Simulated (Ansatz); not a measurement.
# AlO+ (triplet): from Hartree-Fock to the top rungs at distance Al1–O2 = 1.733 Å, 6-31G

How much of the correlation energy of AlO+ (triplet) does each wave-function method recover here?

Computed with Ansatz 0.2.0, Gaussian basis. Level: 6-31G, core rule «outside noble gas», up to 6 orbitals frozen.

The runs, in order: UHF; CCSD(T) on ROHF; CCSD(T) on UHF; BCCD(T) on ROHF; CISD; CCSDT(Q) on ROHF; CCSDT(Q) on UHF; CISDTQ; CCSDTQ on ROHF; CCSDTQ on UHF; CASSCF and MRCISD+Q, 4 electrons in 4 orbitals; CASSCF and NEVPT2, 4 electrons in 4 orbitals; Full CI.

38 further runs of the same task are left out: 18 for a known fault of the program, 17 that didn't finish, 3 set aside as unsound or not needed.

### Step 1. The system

The geometry derives from a PBE0/def2-TZVP stationary point (not a proven minimum). One bond is set to the value named and the two fragments are kept rigid.

2 atoms, charge 1, spin multiplicity 3.

Atoms are counted from 1 here; the program's logs count them from 0.

Bond lengths: Al1–O2 1.733 Å.

### Step 2. UHF

Input file in.yaml:

```yaml
crystal:
  periodic: [false, false, false]
  atoms:
    - {symbol: Al, position_ang: [0.000000, 0.000000, 0.000000]}
    - {symbol: O, position_ang: [0.000000, 0.000000, 1.732900]}
basis:
  gaussian: {orbitals: 6-31G}
total_charge: 1
magnetization: {spin_polarized: true, initial_magnetization: 2}
hamiltonian: {xc: hf}
output: {orbitals: {seedname: orbitals}}
```

Command:

```sh
$ ansatz run in.yaml --threads 1 --pin off --events-out ev --progress --plain --max-ram 2393MiB
```

The runs that follow: CCSD(T) on ROHF; CCSD(T) on UHF; BCCD(T) on ROHF; CISD; CCSDT(Q) on ROHF; CCSDT(Q) on UHF; CISDTQ; CCSDTQ on ROHF; CCSDTQ on UHF; CASSCF and MRCISD+Q, 4 electrons in 4 orbitals; CASSCF and NEVPT2, 4 electrons in 4 orbitals; Full CI.

Before running them: what should the planned runs give, taken together? Wanted: FCI below the RHF energy; RMP2 from FCI; UMP2 from FCI; RCCSD from FCI; RCCSD(T) from FCI; UCCSD(T) from FCI; RCCSDT(Q) from FCI; UCCSDT(Q) from FCI; NEVPT2 pair from FCI.

The runs gave:

| quantity | value |
| --- | --- |
| FCI below the RHF energy | -3.3559 eV |
| RMP2 from FCI | +43.0 kJ/mol |
| UMP2 from FCI | +43.0 kJ/mol |
| RCCSD from FCI | +12.5 kJ/mol |
| RCCSD(T) from FCI | +2.5 kJ/mol |
| UCCSD(T) from FCI | +2.8 kJ/mol |
| RCCSDT(Q) from FCI | +0.1 kJ/mol |
| UCCSDT(Q) from FCI | -0.5 kJ/mol |
| NEVPT2 pair from FCI | +36.6 kJ/mol |
| MRCISD+Q pair from FCI | +5.6 kJ/mol |
| levels within 1 kcal/mol (43 meV) | RCCSD(T), UCCSD(T), BCCD(T), RCCSDT, UCCSDT, CISDTQ, RCCSDT(Q), UCCSDT(Q), RCCSDTQ, UCCSDTQ |
| T1 diagnostic | 0.045 |
| effectively unpaired electrons | 2.04 |

What this shows: RCCSD(T) misses by +2.5 kJ/mol, 0.8 % of the correlation energy. UCCSDT(Q) falls below full CI: unrestricted runs freeze a spin-polarised core, another one than full CI's, and coupled cluster isn't variational. The occupations are near whole numbers, but T1 = 0.045 shows that the orbitals relax strongly. Of the multireference levels listed MRCISD+Q pair comes nearest in total energy (+5.6 kJ/mol), which doesn't show that its space is the better one. These misses are within one basis, not against nature; the frozen cores of restricted and unrestricted runs differ, which can shift their rows.
